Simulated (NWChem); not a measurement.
System: O cation, quartet

Parts of the log:

```
             Northwest Computational Chemistry Package (NWChem) 7.3.0
             --------------------------------------------------------

                             Geometry "geometry" -> ""
                             -------------------------

 Output coordinates in angstroms (scale by  1.889725989 to convert to a.u.)

  No.       Tag          Charge          X              Y              Z
 ---- ---------------- ---------- -------------- -------------- --------------
    1 O                    8.0000     0.00000000     0.00000000     0.00000000

 Effective nuclear repulsion energy (a.u.)       0.0000000000

  pbe96 is a nonlocal functional; adding pw91lda local functional.

                                 NWChem DFT Module
                                 -----------------

 Summary of "ao basis" -> "ao basis" (spherical)
 ------------------------------------------------------------------------------
       Tag                 Description            Shells   Functions and Types
 ---------------- ------------------------------  ------  ---------------------
 O                          cc-pvqz                 15       55   5s4p3d2f1g

            General Information
            -------------------
          SCF calculation type: DFT
          Wavefunction type:  spin polarized.
          No. of atoms     :     1
          No. of electrons :     7
           Alpha electrons :     5
            Beta electrons :     2
          Charge           :     1
          Spin multiplicity:     4
          Use of symmetry is: off; symmetry adaption is: off
          Maximum number of iterations: 150
          AO basis - number of functions:    55
                     number of shells:    15
          Convergence on energy requested:  1.00D-06
          Convergence on density requested:  1.00D-05
          Convergence on gradient requested:  5.00D-04

              XC Information
              --------------
          PerdewBurkeErnzerhof Exchange Functional  1.000
            Perdew 1991 LDA Correlation Functional  1.000 local
           PerdewBurkeErnz. Correlation Functional  1.000 non-local

             Grid Information
             ----------------
          Grid used for XC integration:  medium
          Radial quadrature: Mura-Knowles
          Angular quadrature: Lebedev.
          Tag              B.-S. Rad. Rad. Pts. Rad. Cut. Ang. Pts.
          ---              ---------- --------- --------- ---------
          O                   0.60       49           4.0       434
          Grid pruning is: on
          Number of quadrature shells:    49
          Spatial weights used:  Erf1

      Superposition of Atomic Density Guess
      -------------------------------------

 Sum of atomic energies:         -74.78559747

 Renormalizing density from       8.00 to      7

      Non-variational initial energy
      ------------------------------

 Total energy =     -68.164949
 1-e energy   =     -90.332910
 2-e energy   =      22.167960
 HOMO         =      -1.140213
 LUMO         =      -1.140213

     ---------------------------------------------
      Total Density - Mulliken Population Analysis
     ---------------------------------------------

    Atom       Charge   Shell Charges
 -----------   ------   -------------------------------------------------------
    1 O    8     7.00   2.04 -0.08  0.60  1.15  0.29  0.44  1.12  1.19  0.25  0.00 -0.00  0.00 -0.00 -0.00 -0.00

     --------------------------------------------
      Spin Density - Mulliken Population Analysis
     --------------------------------------------

    Atom       Charge   Shell Charges
 -----------   ------   -------------------------------------------------------
    1 O    8     3.00   0.00  0.00  0.00  0.00  0.00  0.44  1.12  1.19  0.25  0.00 -0.00  0.00 -0.00 -0.00  0.00

   convergence    iter        energy       DeltaE   RMS-Dens  Diis-err
 ---------------- ----- ----------------- --------- --------- ---------
 d= 0,ls=0.0,diis     1    -74.4811528599 -7.45D+01  2.18D-03  2.20D-01
                                                     2.72D-03  1.37D-01
 d= 0,ls=0.0,diis     2    -74.4938285855 -1.27D-02  7.93D-04  1.49D-02
                                                     4.72D-04  5.00D-03
 d= 0,ls=0.0,diis     3    -74.4957440642 -1.92D-03  1.89D-04  1.09D-03
                                                     1.71D-04  3.92D-04
 d= 0,ls=0.0,diis     4    -74.4959691526 -2.25D-04  8.77D-06  1.94D-06
                                                     2.99D-06  1.30D-07
 d= 0,ls=0.0,diis     5    -74.4959695022 -3.50D-07  2.24D-07  5.73D-10
                                                     2.98D-07  4.10D-10

         Total DFT energy =      -74.495969502195
      One electron energy =      -98.436641866991
           Coulomb energy =       31.953457981782
    Exchange-Corr. energy =       -8.012785616987
 Nuclear repulsion energy =        0.000000000000

 Numeric. integr. density =        6.999999975086

                    DFT Final Alpha Molecular Orbital Analysis
                    ------------------------------------------

 Vector    3  Occ=1.000000D+00  E=-9.690620D-01
              MO Center= -7.0D-16,  5.9D-16, -3.4D-16, r^2= 4.2D-01
   Bfn.  Coefficient  Atom+Function         Bfn.  Coefficient  Atom+Function
  ----- ------------  ---------------      ----- ------------  ---------------
    12      0.332626  1 O  px                 9      0.301717  1 O  px
    13     -0.295798  1 O  py                10     -0.268311  1 O  py
     6      0.164436  1 O  px                 7     -0.146230  1 O  py
    15      0.098778  1 O  px                16     -0.087841  1 O  py
    14      0.079592  1 O  pz                11      0.072196  1 O  pz

 Vector    4  Occ=1.000000D+00  E=-9.690620D-01
              MO Center=  5.9D-16,  1.1D-15,  3.4D-16, r^2= 4.2D-01
   Bfn.  Coefficient  Atom+Function         Bfn.  Coefficient  Atom+Function
  ----- ------------  ---------------      ----- ------------  ---------------
    13      0.319206  1 O  py                10      0.289544  1 O  py
    12      0.230705  1 O  px                14      0.222158  1 O  pz
     9      0.209267  1 O  px                11      0.201514  1 O  pz
     7      0.157802  1 O  py                 6      0.114050  1 O  px
     8      0.109825  1 O  pz                16      0.094793  1 O  py

 Vector    5  Occ=1.000000D+00  E=-9.690620D-01
              MO Center= -1.8D-15, -6.4D-16,  1.9D-15, r^2= 4.2D-01
   Bfn.  Coefficient  Atom+Function         Bfn.  Coefficient  Atom+Function
  ----- ------------  ---------------      ----- ------------  ---------------
    14      0.385723  1 O  pz                11      0.349880  1 O  pz
    12     -0.201510  1 O  px                 8      0.190685  1 O  pz
     9     -0.182785  1 O  px                13     -0.122811  1 O  py
    17      0.114546  1 O  pz                10     -0.111399  1 O  py
     6     -0.099618  1 O  px                 7     -0.060712  1 O  py

 Vector    6  Occ=0.000000D+00  E=-3.157531D-02
              MO Center= -2.2D-14, -1.9D-14, -4.5D-14, r^2= 1.7D+00
   Bfn.  Coefficient  Atom+Function         Bfn.  Coefficient  Atom+Function
  ----- ------------  ---------------      ----- ------------  ---------------
     5      1.880065  1 O  s                  4     -1.660112  1 O  s
     2     -0.147429  1 O  s                  1      0.048311  1 O  s

 Vector    7  Occ=0.000000D+00  E=-1.070732D-02
              MO Center=  4.3D-15, -4.2D-15,  1.1D-15, r^2= 2.3D+00
   Bfn.  Coefficient  Atom+Function         Bfn.  Coefficient  Atom+Function
  ----- ------------  ---------------      ----- ------------  ---------------
    15      1.023158  1 O  px                16     -0.695200  1 O  py
    12     -0.439615  1 O  px                13      0.298703  1 O  py
     9     -0.146031  1 O  px                 6     -0.109386  1 O  px
    10      0.099223  1 O  py                 7      0.074324  1 O  py

 Vector    8  Occ=0.000000D+00  E=-1.070732D-02
              MO Center= -7.2D-15, -8.6D-15,  2.2D-14, r^2= 2.3D+00
   Bfn.  Coefficient  Atom+Function         Bfn.  Coefficient  Atom+Function
  ----- ------------  ---------------      ----- ------------  ---------------
    17      1.082515  1 O  pz                16     -0.499584  1 O  py
    14     -0.465118  1 O  pz                15     -0.329868  1 O  px
    13      0.214654  1 O  py                11     -0.154503  1 O  pz
    12      0.141732  1 O  px                 8     -0.115732  1 O  pz
    10      0.071303  1 O  py                 7      0.053411  1 O  py

                     DFT Final Beta Molecular Orbital Analysis
                     -----------------------------------------

 Vector    1  Occ=1.000000D+00  E=-1.950274D+01
              MO Center= -2.1D-18, -2.5D-18, -3.8D-18, r^2= 1.5D-02
   Bfn.  Coefficient  Atom+Function         Bfn.  Coefficient  Atom+Function
  ----- ------------  ---------------      ----- ------------  ---------------
     1      1.001239  1 O  s                  3      0.029081  1 O  s

 Vector    2  Occ=1.000000D+00  E=-1.310085D+00
              MO Center=  8.3D-16, -1.9D-15,  1.1D-15, r^2= 4.2D-01
   Bfn.  Coefficient  Atom+Function         Bfn.  Coefficient  Atom+Function
  ----- ------------  ---------------      ----- ------------  ---------------
     4      0.610993  1 O  s                  2      0.343264  1 O  s
     3      0.304995  1 O  s                  5      0.235377  1 O  s

 Vector    3  Occ=0.000000D+00  E=-7.574109D-01
              MO Center=  5.4D-16,  5.6D-16, -3.2D-18, r^2= 5.0D-01
   Bfn.  Coefficient  Atom+Function         Bfn.  Coefficient  Atom+Function
  ----- ------------  ---------------      ----- ------------  ---------------
    13      0.346153  1 O  py                10      0.284224  1 O  py
    12      0.222040  1 O  px                14      0.188130  1 O  pz
     9      0.182315  1 O  px                 7      0.163137  1 O  py
    11      0.154472  1 O  pz                16      0.154627  1 O  py
     6      0.104644  1 O  px                15      0.099186  1 O  px

 Vector    4  Occ=0.000000D+00  E=-7.574109D-01
              MO Center= -1.2D-15, -1.2D-17,  6.1D-17, r^2= 5.0D-01
   Bfn.  Coefficient  Atom+Function         Bfn.  Coefficient  Atom+Function
  ----- ------------  ---------------      ----- ------------  ---------------
    12      0.393930  1 O  px                 9      0.323453  1 O  px
    13     -0.191848  1 O  py                 6      0.185654  1 O  px
    15      0.175969  1 O  px                10     -0.157525  1 O  py
    14     -0.111939  1 O  pz                11     -0.091912  1 O  pz
     7     -0.090415  1 O  py                16     -0.085699  1 O  py

 Vector    5  Occ=0.000000D+00  E=-7.574109D-01
              MO Center= -1.3D-16,  1.3D-15, -2.4D-15, r^2= 5.0D-01
   Bfn.  Coefficient  Atom+Function         Bfn.  Coefficient  Atom+Function
  ----- ------------  ---------------      ----- ------------  ---------------
    14      0.395719  1 O  pz                11      0.324922  1 O  pz
    13     -0.218835  1 O  py                 8      0.186497  1 O  pz
    10     -0.179684  1 O  py                17      0.176768  1 O  pz
     7     -0.103134  1 O  py                16     -0.097754  1 O  py

     ---------------------------------------------
      Total Density - Mulliken Population Analysis
     ---------------------------------------------

    Atom       Charge   Shell Charges
 -----------   ------   -------------------------------------------------------
    1 O    8     7.00   1.99 -0.04  0.52  1.18  0.35  0.42  1.13  1.22  0.24  0.00  0.00  0.00  0.00 -0.00  0.00

     --------------------------------------------
      Spin Density - Mulliken Population Analysis
     --------------------------------------------

    Atom       Charge   Shell Charges
 -----------   ------   -------------------------------------------------------
    1 O    8     3.00  -0.01  0.01  0.03  0.03 -0.06  0.42  1.13  1.22  0.24  0.00  0.00  0.00  0.00 -0.00  0.00

     -------------------------------------------
      Total Density - Lowdin Population Analysis
     -------------------------------------------

    Atom       Charge   Shell Charges
 -----------   ------   -------------------------------------------------------
    1 O    8     7.00   1.09  0.87  0.57  0.93  0.53  0.45  1.13  1.10  0.32  0.00  0.00  0.00  0.00  0.00  0.00

     ------------------------------------------
      Spin Density - Lowdin Population Analysis
     ------------------------------------------

    Atom       Charge   Shell Charges
 -----------   ------   -------------------------------------------------------
    1 O    8     3.00  -0.00  0.00  0.02  0.01 -0.03  0.45  1.13  1.10  0.32  0.00  0.00  0.00  0.00  0.00  0.00

   alpha - beta orbital overlaps
   -----------------------------

   alpha      1      2      3      4      5      6      7      8      9     10
    beta      1      2      4      3      5      6      8      9      7     13
 overlap   1.000  0.999  0.872  0.993  0.870  0.999  0.925  0.923  0.993  0.651

   alpha     11     12     13     14     15     16     17     18     19     20
    beta     12     12     11     10     17     15     16     23     22     20
 overlap   0.579  0.636  0.728  0.812  0.955  0.981  0.972  0.627  0.678  0.543

   alpha     21     22     23     24     25     26     27     28     29     30
    beta     19     19     23     21     25     28     29     30     26     28
 overlap   0.688  0.554  0.545  0.487  1.000  0.574  0.725  0.777  0.784  0.602

   alpha     31     32     33     34     35     36     37     38     39     40
    beta     37     33     32     32     36     35     34     31     39     42
 overlap   0.592  0.606  0.609  0.614  0.730  0.988  0.780  0.684  0.747  0.997

   alpha     41     42     43     44     45     46     47     48     49     50
    beta     40     41     46     43     45     49     47     44     48     52
 overlap   0.973  0.975  0.692  0.592  0.917  0.607  0.578  0.867  0.682  0.709

   alpha     51     52     53     54     55
    beta     51     52     54     53     55
 overlap   0.823  0.693  0.783  0.638  1.000

     --------------------------
     Expectation value of S2:
     --------------------------
      <S2> =      3.7517 (Exact =     3.7500)
```

Level: PBE/cc-pVQZ, spin-unrestricted. No stability test was run on the SCF state.

### Question
Which NWChem input produces such a log?

### Answer
One answer among several that fit: the input that was run:
```
start job
memory heap 200 mb stack 900 mb global 1100 mb
charge 1
geometry units angstroms noautoz
  O      0.000000     0.000000     0.000000
end
basis spherical
  * library cc-pvqz
end
dft
  odft
  mult 4
  xc xpbe96 cpbe96
  iterations 150
  mulliken
end
task dft energy
```
